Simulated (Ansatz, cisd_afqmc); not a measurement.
System: H2O, charge 0, singlet. H2O (SMILES O).
HTBH set geometry:
```xyz
3

O      0.0000     0.0000    -0.1171
H      0.0000    -0.7567     0.4686
H      0.0000     0.7567     0.4686
```

Total energies in aug-cc-pVDZ, 8 correlated electrons, 1 frozen orbitals. Open shells are spin-unrestricted; no spin-orbit coupling. Correlated methods leave the cores frozen. No relativity. AFQMC is phaseless with a CISD trial state; ± is one standard error, without the phaseless bias. Outlying blocks are dropped, and bars are widened where a walk drifts. Over all cases where full CI ran beside it in this data, AFQMC minus full CI had a median of +0.1 mEh and passed +0.4 mEh in a tenth of the cases.

```
method         program        energy (Eh)  minus CCSDTQ (mEh)
----------  ----------  -----------------  ------------------
HF              Ansatz          -76.04144              232.97
MP2             Ansatz          -76.26075               13.66
CCSD            Ansatz          -76.26853                5.89
CCSD(T)         Ansatz          -76.27373                0.69
CCSDT(Q)        Ansatz          -76.27447               -0.05
CCSDTQ          Ansatz          -76.27442                0.00
AFQMC/CISD  cisd_afqmc  -76.2747 ± 0.0001          -0.2 ± 0.1
```

Rough core times of Ansatz's runs on a shared machine: CCSD(T) under 20 s, CCSDT(Q) under 20 s, CCSDTQ 2 min.

Ansatz is a first-principles code.
